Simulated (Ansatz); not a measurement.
# ClF (chlorine monofluoride) at CAM-B3LYP/cc-pVTZ

Aim: the energy change on altering one bond length of ClF (chlorine monofluoride) at CAM-B3LYP/cc-pVTZ, from 2 runs. 

Program for the calculation: Ansatz 0.2.0.

33 further runs of the same task are left out: 33 set aside as unsound or not needed.

## (1) Starting point

ClF has 2 atoms, charge 0, and is taken as a singlet. SMILES: `FCl`. The shape is that of a PBE0-D4/def2-TZVP optimisation.

Bond lengths: F1–Cl2 1.620 Å.

## (2) The energy at CAM-B3LYP/cc-pVTZ

Contents of input.yaml:

```yaml
crystal:
  periodic: [false, false, false]
  atoms:
    - {symbol: F, position_ang: [-0.000000, -0.000000, 0.031290]}
    - {symbol: Cl, position_ang: [0.000000, 0.000000, 1.650960]}
basis:
  gaussian:
    orbitals: cc-pVTZ
total_charge: 0
hamiltonian:
  xc: {name: CAM-B3LYP}
accuracy: high
output: {orbitals: {seedname: orbitals}}
```

Command:

```bash
ansatz run input.yaml --threads 1 --pin off --max-ram 3480MiB --events-out events.jsonl --progress --plain --runs-dir runs
```

Log:

```text
Warning: RAYON_NUM_THREADS=1 ignored (pool sized by the plan → 1); use --threads N
Functional definition: CAM-B3LYP
  name "CAM-B3LYP"
  parameter alpha = 0.19
  parameter beta = 0.46
  parameter omega = 0.33/bohr
  parameter ac = 0.81
  exchange = (1 - alpha - beta)*b88_x + beta*b88_x_sr(omega) + alpha*exact_x + beta*exact_x_lr(omega)
  correlation = (1 - ac)*vwn5_c + ac*lyp_c
881 factors; integrals over basis functions are off by at most 4.0e-9 eV
184 factors; integrals over basis functions are off by at most 2.0e-9 eV
mean field evaluation 1: about -15237.9505 eV, gradient 2.2e1 eV
mean field evaluation 2: about -15237.7367 eV, gradient 2.6e1 eV
mean field evaluation 4: about -15238.5939 eV, gradient 4.3e-1 eV
mean field evaluation 8: about -15238.5930 eV, gradient 1.8e-2 eV
mean field evaluation 16: about -15238.5930 eV, gradient 2.1e-7 eV
mean field -15238.59302630 eV, -560.0079646272 hartree, gradient 2.2e-8 eV, S^2 0.000000; 0 other end points of the search recorded, 0 dependent functions left out
reference -15238.59303734 eV, -560.0079650330 hartree; 13, 13 occupied and 51, 51 virtual orbitals, 881 factors
Total energy: -15238.59303734 eV, -560.0079650330 hartree
```

It took 1.9 s on 1 thread of Arm Neoverse V2, shared host; peak memory 0.12 GiB.

## (3) The distorted shape, same level

Contents of molecule.yaml:

```yaml
crystal:
  periodic: [false, false, false]
  atoms:
    - {symbol: F, position_ang: [-0.000000, -0.000000, -0.454640]}
    - {symbol: Cl, position_ang: [0.000000, 0.000000, 1.650960]}
basis:
  gaussian:
    orbitals: cc-pVTZ
hamiltonian:
  xc: {name: CAM-B3LYP}
accuracy: high
output: {orbitals: {seedname: orbitals}}
```

Command:

```bash
ansatz run molecule.yaml --threads 1 --pin off --max-ram 3480MiB --events-out events.jsonl --progress --plain --runs-dir runs
```

Log, shortened:

```text
Warning: RAYON_NUM_THREADS=1 ignored (pool sized by the plan → 1); use --threads N
[... 8 set-up lines as earlier in the session ...]
840 factors; integrals over basis functions are off by at most 4.0e-9 eV
190 factors; integrals over basis functions are off by at most 1.9e-9 eV
mean field evaluation 1: about -15235.2177 eV, gradient 3.1e1 eV
mean field evaluation 2: about -15227.5134 eV, gradient 7.3e1 eV
mean field evaluation 4: about -15236.9506 eV, gradient 1.2e0 eV
mean field evaluation 8: about -15236.9526 eV, gradient 1.0e-2 eV
mean field evaluation 16: about -15236.9526 eV, gradient 1.1e-6 eV
mean field -15236.95257690 eV, -559.9476792238 hartree, gradient 1.8e-8 eV, S^2 0.000000; 0 other end points of the search recorded, 0 dependent functions left out
reference -15236.95258781 eV, -559.9476796247 hartree; 13, 13 occupied and 51, 51 virtual orbitals, 840 factors
Total energy: -15236.95258781 eV, -559.9476796247 hartree
```

It took 1.8 s on 1 thread of Arm Neoverse V2, shared host; peak memory 0.12 GiB.

## (4) Outcome

Level: CAM-B3LYP/cc-pVTZ.

```
                                                          quantity          value
                                         first shape: total energy  -560.00797 Eh
                                          first shape: HOMO energy      -10.83 eV
                                          first shape: LUMO energy       -1.57 eV
                                        first shape: HOMO–LUMO gap        9.26 eV
                                     distorted shape: total energy  -559.94768 Eh
                                      distorted shape: HOMO energy      -11.94 eV
                                      distorted shape: LUMO energy       -5.52 eV
                                    distorted shape: HOMO–LUMO gap        6.42 eV
energy change with the F1–Cl2 bond stretched from 1.620 to 2.106 Å       1.640 eV
```

What this shows: With the F1–Cl2 bond stretched from 1.620 to 2.106 Å the energy rises by 1.64 eV (38 kcal/mol). The first shape isn't relaxed at this level, so the change isn't measured from a minimum.
